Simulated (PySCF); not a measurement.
## How methods differ on the ionisation energy of Be

Be [He] 2s2 (1S) → Be⁺ [He] 2s1 (2S), as a difference of total energies. All numbers are calculated (PySCF 2.14, scalar relativity by spin-free X2C-1e, in aug-cc-pCVQZ-DK (9s8p6d4f2g, 109 functions)). Correlated levels: valence: 1s2 frozen; valence and next inner shell: nothing frozen. The calculations carry no spin-orbit coupling.

```tsv
method	ionisation energy (eV)
UHF	8.044
LDA	9.027
PBE	8.998
PBE0	8.972
r2SCAN	8.793
wB97M-V	9.030
BLYP	8.979
revPBE	9.012
MP2 (valence)	8.852
SCS-MP2 (valence)	9.013
MP2 (valence and next inner shell)	8.887
SCS-MP2 (valence and next inner shell)	9.043
```

Q: How much does correlation contribute at MP2 (valence and next inner shell)?

A: 8.887 − (8.044) = 0.843 eV, measured against UHF.

Errors of the correlated levels include the incompleteness of this basis and the frozen core.

MP2 underrates the near-degeneracy of ns² with np² in the lower species.

For comparison: 9.323 eV (measured; NIST Atomic Spectra Database, ionization energies).
